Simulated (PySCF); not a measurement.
# C4H3FS: NMR shifts at several levels of theory

How much do the NMR shifts of C4H3FS (`Fc1ccsc1`) depend on the level of theory, and what does each level cost?

The runs use PySCF 2.14.0, with density-fitted response routines of our own; the level of theory stands in each step. All values are computed, except where a source is named. Atoms count from 0, in the outputs and in this text.

## 1. The molecule as given

9 atoms, charge 0, multiplicity 1; geometry from: MMFF94s.

Bonds of the start (Å): F0–C1 1.34, C1–C2 1.41, C2–C3 1.38, C3–S4 1.72, S4–C5 1.71, C5–C1 1.37, C2–H6 1.08, C3–H7 1.08, C5–H8 1.08.

## 2. Optimising the geometry at PBE0-D3(BJ)/def2-SVP

The job: settings as JSON, then the geometry in Å.

```
{"job": {"xc": "PBE0", "basis": "def2-SVP", "d3": "d3bj", "grid": 1, "kind": "geom"}, "charge": 0, "multiplicity": 1}
F     -1.693448    -1.486484     0.382373
C     -0.781251    -0.534301     0.144480
C      0.610309    -0.782912     0.140129
C      1.320672     0.367164    -0.131251
S      0.291961     1.719818    -0.374398
C     -1.111137     0.770144    -0.117008
H      1.066225    -1.746471     0.324626
H      2.393719     0.484481    -0.199745
H     -2.097051     1.208563    -0.169205
```

On the command line:

```sh
OMP_NUM_THREADS=1 python probes_run.py task.json out
```

This one command runs all jobs of the session in turn.

Output:

```text
step   0  E = -651.51981136  max force = 0.010849
step   1  E = -651.51913385  max force = 0.005206
step   2  E = -651.51993405  max force = 0.004339
step   3  E = -651.52007625  max force = 0.003688
step   4  E = -651.52032163  max force = 0.001033
step   5  E = -651.52031636  max force = 0.001063
step   6  E = -651.52032692  max force = 0.000293
optimisation converged
```

Wall time 22 s (1 thread, shared host).

The steps of the relaxation: (the energy doesn't fall at every step)

```csv
step,energy from step 0 (eV),largest force component (eV/Å)
0,0.0000,0.5579
1,0.0184,0.2677
2,-0.0033,0.2231
3,-0.0072,0.1896
4,-0.0139,0.0531
5,-0.0137,0.0547
6,-0.0140,0.0151
```

Distances of close pairs at the start and the end, largest changes first:

```csv
bond,before (Å),after (Å),change (Å)
F0–C1,1.340,1.326,-0.014
C2–C3,1.379,1.369,-0.010
C2–H6,1.082,1.090,+0.008
C1–C2,1.414,1.421,+0.008
C5–H8,1.080,1.088,+0.008
C3–H7,1.082,1.089,+0.007
S4–C5,1.714,1.717,+0.004
C1–C5,1.371,1.368,-0.002
```

The next job starts from the end point, and lists it.

```csv
at the end point,value
point group (found at 0.08 Å tolerance),Cs
"rotational constants (GHz, main isotopes)","7.228, 2.487, 1.850"
dipole moment (D),1.10
```

## 3. Nuclear shieldings: PBE0/cc-pVDZ

The job: settings as JSON, then the geometry in Å.

```
{"job": {"kind": "nmr", "xc": "PBE0", "basis": "cc-pVDZ", "pop": true}, "charge": 0, "multiplicity": 1}
F     -1.153565    -0.272612     1.930105
C     -0.575919    -0.044145     0.758198
C      0.706562    -0.563083     0.433243
C      1.084759    -0.188826    -0.827941
S     -0.108273     0.775101    -1.599623
C     -1.148443     0.702704    -0.235195
H      1.300125    -1.178318     1.109251
H      2.010644    -0.430607    -1.347869
H     -2.115891     1.199786    -0.220173
```

Method: GIAO PBE0/cc-pVDZ NMR shielding, non-relativistic, gas phase.

Output:

```text
coarse grid: 8920 points
cycle   1  E = -651.7975416356  dE =  1.130e+00  |g| = 4.359e-01  |ddm| = 5.912e+00
cycle   2  E = -651.7837781904  dE =  1.376e-02  |g| = 5.311e-01  |ddm| = 1.487e+00
cycle   3  E = -651.8335377478  dE = -4.976e-02  |g| = 4.923e-02  |ddm| = 7.895e-01
cycle   4  E = -651.8339421807  dE = -4.044e-04  |g| = 2.175e-02  |ddm| = 1.042e-01
cycle   5  E = -651.8340445486  dE = -1.024e-04  |g| = 7.984e-03  |ddm| = 4.214e-02
cycle   6  E = -651.8340591936  dE = -1.464e-05  |g| = 2.757e-03  |ddm| = 1.477e-02
cycle   7  E = -651.8340611235  dE = -1.930e-06  |g| = 8.054e-04  |ddm| = 4.928e-03
final grid: 84304 points
cycle   8  E = -651.8440085014  dE = -1.090e-05  |g| = 9.504e-03  |ddm| = 5.487e-02
cycle   9  E = -651.8439741277  dE =  3.437e-05  |g| = 1.474e-02  |ddm| = 3.937e-02
cycle  10  E = -651.8440322741  dE = -5.815e-05  |g| = 1.249e-03  |ddm| = 2.428e-02
cycle  11  E = -651.8440326732  dE = -3.991e-07  |g| = 3.151e-04  |ddm| = 2.204e-03
cycle  12  E = -651.8440326979  dE = -2.466e-08  |g| = 7.934e-05  |ddm| = 5.207e-04
cycle  13  E = -651.8440326988  dE = -9.009e-10  |g| = 3.748e-05  |ddm| = 1.463e-04
cycle  14  E = -651.8440326991  dE = -3.490e-10  |g| = 9.888e-06  |ddm| = 6.149e-05
converged SCF energy = -651.8440326991

GIAO shielding tensors (ppm)
atom      isotropic    diamagn.    paramagn.     s11        s22        s33       span
  0 F      321.249     470.835    -149.586    216.305    314.788    432.653    216.348
  1 C       39.754     248.864    -209.110    -20.911     56.390     83.782    104.694
  2 C       80.635     254.362    -173.727      9.841     66.182    165.883    156.042
  3 C       69.647     256.849    -187.202    -19.501     61.600    166.841    186.342
  4 S      388.338    1058.586    -670.248    256.528    416.519    491.966    235.439
  5 C       90.414     259.457    -169.042     23.783     82.755    164.705    140.922
  6 H       24.647      30.552      -5.905     21.811     25.064     27.066      5.255
  7 H       24.340      30.386      -6.046     21.564     24.412     27.045      5.480
  8 H       24.929      30.594      -5.666     21.707     25.797     27.282      5.575
```

Wall time 6.8 s (1 thread, shared host).

The references, computed at this level on geometries of the same kind, shield at (ppm): 1H TMS 31.29, 13C TMS 196.8, 19F CFCl3 200.9, 33S CS2 549. Their shielding less the atom's gives the shift. The references are single molecules in the gas phase, so shifts against H2O, NH3, PH3, H3PO4 or CFCl3 are not on the usual liquid scales and can be off by tens of ppm.

```
atoms                                         environment  σ (ppm)  δ (ppm)
   C1                    aromatic carbon bearing fluorine     39.8    157.0
   C3                 aromatic CH next to the ring sulfur     69.6    127.1
   C2                                         aromatic CH     80.6    116.1
   C5                 aromatic CH next to the ring sulfur     90.4    106.3
   H7  hydrogen on an aromatic CH next to the ring sulfur    24.34     6.95
   H6                          hydrogen on an aromatic CH    24.65     6.64
   H8  hydrogen on an aromatic CH next to the ring sulfur    24.93     6.36
   F0                                       aryl fluorine    321.2   -120.3
   S4                                aromatic ring sulfur      388      161
```

The run also stored atomic charges by several schemes (e):

```csv
atoms,Mulliken,IAO,Hirshfeld,ESP fit
F0,-0.15,-0.25,-0.07,-0.15
C1,0.17,0.27,0.06,0.30
C2,-0.01,-0.22,-0.09,-0.22
C3,-0.14,-0.31,-0.08,-0.29
S4,0.17,0.36,0.10,0.10
C5,-0.18,-0.38,-0.11,-0.39
```

Mayer bond orders: F0–C1 1.16, C1–C2 1.27, C2–C3 1.58, C3–S4 1.22, S4–C5 1.17, C5–C1 1.56.

Ring of atoms C1, C2, C3, S4, C5: NICS(0) -15.1, NICS(1) -11.1, NICS(1)zz -26.4 ppm (means of both faces).

## 4. Nuclear shieldings: PBE0/cc-pVTZ

Settings changed since step 3:

```diff
@@ -1,2 +1,2 @@
-{"job": {"kind": "nmr", "xc": "PBE0", "basis": "cc-pVDZ", "pop": true}, "charge": 0, "multiplicity": 1}
+{"job": {"kind": "nmr", "xc": "PBE0", "basis": "cc-pVTZ", "pop": true}, "charge": 0, "multiplicity": 1}
 F     -1.153565    -0.272612     1.930105
```

Method: GIAO PBE0/cc-pVTZ NMR shielding, non-relativistic, gas phase.

Output:

```text
coarse grid: 8920 points
cycle   1  E = -651.8964538717  dE =  1.095e+00  |g| = 4.540e-01  |ddm| = 6.205e+00
cycle   2  E = -651.8808723916  dE =  1.558e-02  |g| = 5.614e-01  |ddm| = 1.530e+00
cycle   3  E = -651.9333430665  dE = -5.247e-02  |g| = 5.315e-02  |ddm| = 8.864e-01
cycle   4  E = -651.9337347111  dE = -3.916e-04  |g| = 2.863e-02  |ddm| = 1.133e-01
cycle   5  E = -651.9339136999  dE = -1.790e-04  |g| = 9.805e-03  |ddm| = 5.179e-02
cycle   6  E = -651.9339357623  dE = -2.206e-05  |g| = 3.062e-03  |ddm| = 1.628e-02
cycle   7  E = -651.9339379224  dE = -2.160e-06  |g| = 9.111e-04  |ddm| = 4.905e-03
final grid: 84304 points
cycle   8  E = -651.9342454121  dE = -4.092e-05  |g| = 1.025e-02  |ddm| = 8.124e-02
cycle   9  E = -651.9342065462  dE =  3.887e-05  |g| = 1.584e-02  |ddm| = 3.471e-02
cycle  10  E = -651.9342694222  dE = -6.288e-05  |g| = 1.523e-03  |ddm| = 2.208e-02
cycle  11  E = -651.9342699691  dE = -5.470e-07  |g| = 5.363e-04  |ddm| = 2.675e-03
cycle  12  E = -651.9342700376  dE = -6.846e-08  |g| = 1.121e-04  |ddm| = 8.040e-04
cycle  13  E = -651.9342700393  dE = -1.694e-09  |g| = 5.553e-05  |ddm| = 1.974e-04
cycle  14  E = -651.9342700400  dE = -7.190e-10  |g| = 1.232e-05  |ddm| = 8.040e-05
converged SCF energy = -651.9342700400

GIAO shielding tensors (ppm)
atom      isotropic    diamagn.    paramagn.     s11        s22        s33       span
  0 F      308.945     467.190    -158.244    194.677    311.516    420.643    225.966
  1 C       22.162     245.605    -223.444    -42.605     41.065     68.025    110.630
  2 C       66.529     256.454    -189.925     -8.286     51.604    156.270    164.556
  3 C       56.529     254.611    -198.082    -36.934     47.916    158.605    195.538
  4 S      342.565    1057.566    -715.001    204.630    369.030    454.035    249.405
  5 C       79.076     256.587    -177.510     10.211     71.356    155.662    145.451
  6 H       24.458      30.641      -6.183     21.940     24.713     26.721      4.782
  7 H       24.066      29.622      -5.556     21.466     24.076     26.657      5.191
  8 H       24.670      29.912      -5.242     21.763     25.521     26.725      4.963
```

Run time: 20 s. Hardware: 1 thread, shared host.

This run: δ C1 165.1, C3 130.8, C2 120.8, C5 108.2, H7 7.22, H6 6.83 ppm.

## 5. Shielding tensors: PBE0/aug-cc-pVDZ

Settings changed since step 4:

```diff
@@ -1,2 +1,2 @@
-{"job": {"kind": "nmr", "xc": "PBE0", "basis": "cc-pVTZ", "pop": true}, "charge": 0, "multiplicity": 1}
+{"job": {"kind": "nmr", "xc": "PBE0", "basis": "aug-cc-pVDZ", "pop": true}, "charge": 0, "multiplicity": 1}
 F     -1.153565    -0.272612     1.930105
```

With the program's defaults for keys left out, this is: GIAO PBE0/aug-cc-pVDZ NMR shielding, non-relativistic, gas phase.

Output:

```text
coarse grid: 8920 points
cycle   1  E = -651.8189300794  dE =  1.130e+00  |g| = 4.017e-01  |ddm| = 8.287e+00
cycle   2  E = -651.8066167509  dE =  1.231e-02  |g| = 4.898e-01  |ddm| = 1.902e+00
cycle   3  E = -651.8511027046  dE = -4.449e-02  |g| = 4.892e-02  |ddm| = 8.512e-01
cycle   4  E = -651.8514856382  dE = -3.829e-04  |g| = 2.326e-02  |ddm| = 1.189e-01
cycle   5  E = -651.8516091061  dE = -1.235e-04  |g| = 8.298e-03  |ddm| = 5.744e-02
cycle   6  E = -651.8516252383  dE = -1.613e-05  |g| = 2.738e-03  |ddm| = 2.085e-02
cycle   7  E = -651.8516271013  dE = -1.863e-06  |g| = 7.367e-04  |ddm| = 6.456e-03
final grid: 84304 points
cycle   8  E = -651.8615294940  dE = -1.390e-05  |g| = 9.548e-03  |ddm| = 1.864e-01
cycle   9  E = -651.8614911638  dE =  3.833e-05  |g| = 1.525e-02  |ddm| = 5.815e-02
cycle  10  E = -651.8615533505  dE = -6.219e-05  |g| = 1.268e-03  |ddm| = 3.318e-02
cycle  11  E = -651.8615537601  dE = -4.097e-07  |g| = 3.372e-04  |ddm| = 3.136e-03
cycle  12  E = -651.8615537882  dE = -2.808e-08  |g| = 8.568e-05  |ddm| = 7.735e-04
cycle  13  E = -651.8615537892  dE = -1.000e-09  |g| = 4.278e-05  |ddm| = 2.134e-04
cycle  14  E = -651.8615537897  dE = -4.554e-10  |g| = 1.027e-05  |ddm| = 1.028e-04
converged SCF energy = -651.8615537897

GIAO shielding tensors (ppm)
atom      isotropic    diamagn.    paramagn.     s11        s22        s33       span
  0 F      325.229     457.434    -132.204    219.999    324.297    431.393    211.394
  1 C       38.840     239.174    -200.334    -21.929     56.309     82.141    104.070
  2 C       80.185     213.926    -133.741      8.901     66.080    165.574    156.674
  3 C       68.246     245.820    -177.574    -21.286     59.424    166.601    187.887
  4 S      381.863    1053.001    -671.137    251.489    402.242    491.860    240.371
  5 C       89.164     238.841    -149.677     23.603     79.270    164.620    141.017
  6 H       24.487      32.794      -8.307     22.076     24.701     26.684      4.608
  7 H       24.100      38.332     -14.232     21.558     24.053     26.687      5.129
  8 H       24.668      35.904     -11.235     21.870     25.489     26.645      4.775
```

Run time: 13 s. Hardware: 1 thread, shared host.

This run: δ C1 156.3, C3 126.9, C2 114.9, C5 106.0, H7 7.30, H6 6.91 ppm.

## 6. Shielding tensors: PBE0/IGLO-III

Settings changed since step 5:

```diff
@@ -1,2 +1,2 @@
-{"job": {"kind": "nmr", "xc": "PBE0", "basis": "aug-cc-pVDZ", "pop": true}, "charge": 0, "multiplicity": 1}
+{"job": {"kind": "nmr", "xc": "PBE0", "basis": "IGLO-III", "pop": true}, "charge": 0, "multiplicity": 1}
 F     -1.153565    -0.272612     1.930105
```

With the program's defaults for keys left out, this is: GIAO PBE0/IGLO-III NMR shielding, non-relativistic, gas phase.

Output:

```text
coarse grid: 8920 points
cycle   1  E = -651.8994668641  dE =  1.065e+00  |g| = 4.819e-01  |ddm| = 2.476e+00
cycle   2  E = -651.8820160875  dE =  1.745e-02  |g| = 5.766e-01  |ddm| = 4.991e-01
cycle   3  E = -651.9364959240  dE = -5.448e-02  |g| = 6.804e-02  |ddm| = 3.082e-01
cycle   4  E = -651.9370971924  dE = -6.013e-04  |g| = 3.404e-02  |ddm| = 6.846e-02
cycle   5  E = -651.9373567718  dE = -2.596e-04  |g| = 1.002e-02  |ddm| = 2.776e-02
cycle   6  E = -651.9373784044  dE = -2.163e-05  |g| = 3.621e-03  |ddm| = 7.443e-03
cycle   7  E = -651.9373813187  dE = -2.914e-06  |g| = 1.023e-03  |ddm| = 2.738e-03
final grid: 84304 points
cycle   8  E = -651.9411831857  dE = -6.871e-05  |g| = 1.071e-02  |ddm| = 5.215e-02
cycle   9  E = -651.9411442533  dE =  3.893e-05  |g| = 1.608e-02  |ddm| = 1.690e-02
cycle  10  E = -651.9412061283  dE = -6.187e-05  |g| = 1.755e-03  |ddm| = 1.154e-02
cycle  11  E = -651.9412068082  dE = -6.799e-07  |g| = 7.330e-04  |ddm| = 1.451e-03
cycle  12  E = -651.9412069373  dE = -1.291e-07  |g| = 1.361e-04  |ddm| = 4.550e-04
cycle  13  E = -651.9412069393  dE = -2.002e-09  |g| = 7.568e-05  |ddm| = 9.577e-05
cycle  14  E = -651.9412069406  dE = -1.274e-09  |g| = 1.250e-05  |ddm| = 4.567e-05
cycle  15  E = -651.9412069406  dE = -3.524e-11  |g| = 4.868e-06  |ddm| = 1.191e-05
converged SCF energy = -651.9412069406

GIAO shielding tensors (ppm)
atom      isotropic    diamagn.    paramagn.     s11        s22        s33       span
  0 F      310.001     467.817    -157.816    199.715    308.683    421.605    221.889
  1 C       14.395     252.647    -238.252    -52.413     34.881     60.718    113.130
  2 C       59.396     257.351    -197.955    -17.126     43.934    151.380    168.506
  3 C       49.467     257.329    -207.861    -47.229     41.616    154.015    201.244
  4 S      308.203    1060.210    -752.007    162.368    334.300    427.940    265.572
  5 C       71.805     258.291    -186.486      0.568     64.062    150.786    150.218
  6 H       24.481      30.796      -6.315     21.903     24.774     26.765      4.862
  7 H       24.146      30.290      -6.144     21.525     24.184     26.730      5.205
  8 H       24.691      30.513      -5.821     21.775     25.569     26.730      4.955
```

Run time: 21 s. Hardware: 1 thread, shared host.

Key values: δ C1 169.4, C3 134.3, C2 124.4, C5 112.0, H7 7.23, H6 6.89 ppm.

## 7. NMR shieldings: PBE0/pcSseg-0

Settings changed since step 6:

```diff
@@ -1,2 +1,2 @@
-{"job": {"kind": "nmr", "xc": "PBE0", "basis": "IGLO-III", "pop": true}, "charge": 0, "multiplicity": 1}
+{"job": {"kind": "nmr", "xc": "PBE0", "basis": "pcSseg-0", "pop": true}, "charge": 0, "multiplicity": 1}
 F     -1.153565    -0.272612     1.930105
```

With the program's defaults for keys left out, this is: GIAO PBE0/pcSseg-0 NMR shielding, non-relativistic, gas phase.

Output:

```text
coarse grid: 8920 points
cycle   1  E = -650.7365031560  dE =  1.079e+00  |g| = 3.823e-01  |ddm| = 3.521e+00
cycle   2  E = -650.7229780253  dE =  1.353e-02  |g| = 5.107e-01  |ddm| = 1.034e+00
cycle   3  E = -650.7672227921  dE = -4.424e-02  |g| = 2.356e-02  |ddm| = 4.768e-01
cycle   4  E = -650.7672482452  dE = -2.545e-05  |g| = 1.883e-02  |ddm| = 3.771e-02
cycle   5  E = -650.7673312196  dE = -8.297e-05  |g| = 2.202e-03  |ddm| = 2.681e-02
cycle   6  E = -650.7673322827  dE = -1.063e-06  |g| = 1.126e-03  |ddm| = 5.791e-03
final grid: 84304 points
cycle   7  E = -650.7620165444  dE = -9.839e-06  |g| = 6.624e-03  |ddm| = 2.315e-02
cycle   8  E = -650.7620019295  dE =  1.461e-05  |g| = 9.510e-03  |ddm| = 2.428e-02
cycle   9  E = -650.7620286336  dE = -2.670e-05  |g| = 9.317e-04  |ddm| = 1.601e-02
cycle  10  E = -650.7620288539  dE = -2.203e-07  |g| = 1.287e-04  |ddm| = 1.083e-03
cycle  11  E = -650.7620288583  dE = -4.388e-09  |g| = 4.299e-05  |ddm| = 2.480e-04
cycle  12  E = -650.7620288586  dE = -3.258e-10  |g| = 1.655e-05  |ddm| = 6.683e-05
converged SCF energy = -650.7620288586

GIAO shielding tensors (ppm)
atom      isotropic    diamagn.    paramagn.     s11        s22        s33       span
  0 F      315.329     466.983    -151.654    184.832    284.375    476.778    291.946
  1 C       18.833     251.720    -232.888    -44.971     36.513     64.955    109.926
  2 C       65.556     256.529    -190.974    -12.819     50.549    158.936    171.755
  3 C       50.724     266.479    -215.755    -44.349     36.238    160.281    204.630
  4 S      361.642    1053.552    -691.910    233.228    350.863    500.835    267.607
  5 C       70.092     265.968    -195.877     -5.373     58.323    157.324    162.697
  6 H       26.123      28.396      -2.273     23.338     26.148     28.883      5.545
  7 H       25.939      29.910      -3.971     23.375     25.363     29.080      5.705
  8 H       26.480      29.993      -3.513     23.507     26.059     29.875      6.368
```

It took 3.2 s on 1 thread, shared host.

In short: δ C1 174.7, C3 142.8, C2 128.0, C5 123.4, H7 6.89, H6 6.71 ppm.

## 8. Run by run: NMR shifts

Shifts (ppm) of some atoms, chosen among heavy atoms and hydrogens apart, with basis size and wall time:

```csv
run,C1,C3,C5,H7,H8,F0,S4,functions,time
PBE0/cc-pVDZ,157.0,127.1,106.3,6.95,6.36,-120.3,161,103,6.8 s
PBE0/cc-pVTZ,165.1,130.8,108.2,7.22,6.62,-126.3,182,226,20 s
PBE0/aug-cc-pVDZ,156.3,126.9,106.0,7.30,6.73,-131.1,176,169,13 s
PBE0/IGLO-III,169.4,134.3,112.0,7.23,6.68,-135.4,211,249,21 s
PBE0/pcSseg-0,174.7,142.8,123.4,6.89,6.35,-137.0,154,64,3.2 s
```

## 9. Outcome

| quantity | value |
| --- | --- |
| point group | Cs |
| rotational constants (main isotopes) | 7.23, 2.49, 1.85 GHz |
| 13C shifts against TMS (PBE0/cc-pVDZ) | 157.0, 127.1, 116.1, 106.3 ppm |
| 1H shifts against TMS (PBE0/cc-pVDZ) | 6.95, 6.64, 6.36 ppm |
| 19F shifts against CFCl3 (PBE0/cc-pVDZ) | -120.3 ppm |
| 33S shifts against CS2 (PBE0/cc-pVDZ) | 161 ppm |
| range of the shift of S4 | 154 to 211 ppm |

In words: Single values in the summary come from the first run of each kind that ended normally (PBE0/cc-pVDZ), which need not be the best level. Over 6 steps the energy fell by 0.014 eV; of the close pairs, F0–C1 changed most, 1.340 to 1.326 Å. No frequency check was run at this level, so the end point may be a saddle. At PBE0/cc-pVDZ: Shielding is most anisotropic at S4 (span 235 ppm, paramagnetic term -670 ppm). NICS(1)zz of -26 ppm above the planar ring from C1 marks a diatropic (aromatic) ring current. Across the 5 runs the shift of S4 moves most, between 154 (PBE0/pcSseg-0) and 211 ppm (PBE0/IGLO-III).
